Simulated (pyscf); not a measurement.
Single points on ωB97X-D3(BJ)/def2-SVP structures (PySCF, gas phase).

For the elementary gas-phase step HO–GaH–OH + H₂O → HO–Ga(OH)–OH + H₂ (singlet surface; Ga–H, H–O broken, Ga–O, H–H formed), what barrier and reaction energy does ωB97X-D3(BJ)/def2-TZVP give, measured from the separated reactants?

ΔE‡ = 15.4 kcal/mol, ΔE = -8.5 kcal/mol. ωB97M-D3(BJ)/def2-TZVP gives 16.9 kcal/mol and -6.9 kcal/mol. Zero-point energy shifts the barrier by -0.8 kcal/mol. It is a four-centre exchange, with an imaginary mode of 1314i cm⁻¹. On the reactant side the descent ends in an adduct with a Ga–O contact, 16.0 kcal/mol under the separated species and 31.4 kcal/mol under the saddle at ωB97X-D3(BJ)/def2-TZVP. What is counted as formed (Ga–O) is already present as a longer contact in the reactant adduct; forming that adduct is a step of its own. At the saddle there is also a short Ga–H contact that neither side keeps. This is the saddle that the search found; another between the same sides may lie lower. Elements up to Kr have no core potential and no relativistic terms here.
